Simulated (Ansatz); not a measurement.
# C3H5FS: one species, many methods

One table from this session's results is given with a row withheld; the runs are named, their logs left out.

Computed with Ansatz 0.2.0, Gaussian basis. Level: functionals in def2-TZVPP, the program's frozen cores in correlated methods.

Levels to be run: PBE-D4, r2SCAN-D4, PBE0-D4, B3LYP-D4, ωB97X-V, ωB97M-V, B2PLYP; CCSD(T)/def2-TZVPP; MP2/def2-QZVPP; extrapolation to the limit.

## The relaxed structure

An earlier PBE0-D4 in a triple-zeta def2 set relaxation fixed the geometry.

SMILES `C=C(S)CF`, 10 atoms, charge 0, spin multiplicity 1.

Atoms are counted from 1 here; the program's logs count them from 0.

Bond lengths: C1–C2 1.326 Å, C1–H6 1.082 Å, C1–H7 1.082 Å, C2–S3 1.761 Å, C2–C4 1.495 Å, S3–H8 1.345 Å, C4–F5 1.374 Å, C4–H9 1.095 Å, C4–H10 1.097 Å. Angles: C2–C1–H6 121.4°, C2–C1–H7 120.1°, H6–C1–H7 118.5°, C1–C2–S3 121.2°, C1–C2–C4 123.7°, S3–C2–C4 114.8°, C2–S3–H8 97.0°, C2–C4–F5 111.7°, C2–C4–H9 110.1°, C2–C4–H10 110.2°, F5–C4–H9 108.4°, F5–C4–H10 107.9°, H9–C4–H10 108.3°.

Set-up of the first run:

in.yaml reads:

```yaml
crystal:
  periodic: [false, false, false]
  atoms:
    - {symbol: C, position_ang: [-0.405038, 0.168368, 1.460557]}
    - {symbol: C, position_ang: [0.101068, -0.234136, 0.302690]}
    - {symbol: S, position_ang: [1.162125, -1.636044, 0.207781]}
    - {symbol: C, position_ang: [-0.261760, 0.368306, -1.016565]}
    - {symbol: F, position_ang: [-1.086586, 1.457494, -0.869017]}
    - {symbol: H, position_ang: [-0.110883, -0.290996, 2.395506]}
    - {symbol: H, position_ang: [-1.136060, 0.966360, 1.484718]}
    - {symbol: H, position_ang: [1.952394, -1.176145, -0.778407]}
    - {symbol: H, position_ang: [-0.773962, -0.372171, -1.640011]}
    - {symbol: H, position_ang: [0.641801, 0.697763, -1.544354]}
basis:
  gaussian: {orbitals: def2-TZVPP}
hamiltonian: {xc: pbe, dispersion: d4}
output: {forces: true, orbitals: {seedname: orbitals}}
```

Launch:

```bash
ansatz run in.yaml --threads 4 --pin off --events-out ev --progress --plain --max-ram 10444MiB
```

Among the steps run: PBE-D4 (GGA); r2SCAN-D4 (meta-GGA); PBE0-D4 (hybrid); B3LYP-D4 (hybrid); ωB97X-V (range-separated); ωB97M-V (range-separated); B2PLYP (double hybrid); CCSD(T) in def2-TZVPP; MP2 in def2-QZVPP.

One table of the session follows, with a row left open; its other results are not shown here.

```
            method  atomisation energy (eV)
            PBE-D4                   41.462
         r2SCAN-D4                   40.398
           PBE0-D4                   40.548
          B3LYP-D4                   40.181
           ωB97X-V                   40.274
           ωB97M-V                   40.372
            B2PLYP                   39.763
     HF/def2-TZVPP                   28.941
    MP2/def2-TZVPP                        ?
   CCSD/def2-TZVPP                   38.420
CCSD(T)/def2-TZVPP                   39.124
           MP2/CBS                   40.984
       CCSD(T)/CBS                   40.164
```

Estimate the missing values for MP2/def2-TZVPP.

The run gave: atomisation energy (eV): 39.944. In the column «atomisation energy (eV)» it lies between B2PLYP (39.763) and CCSD(T)/CBS (40.164).

Limits of these values: Free atoms (3 C, 1 S, 1 F, 5 H) were run apart at each level; the atomisation energy is their sum less the molecule, without zero-point or spin-orbit terms.
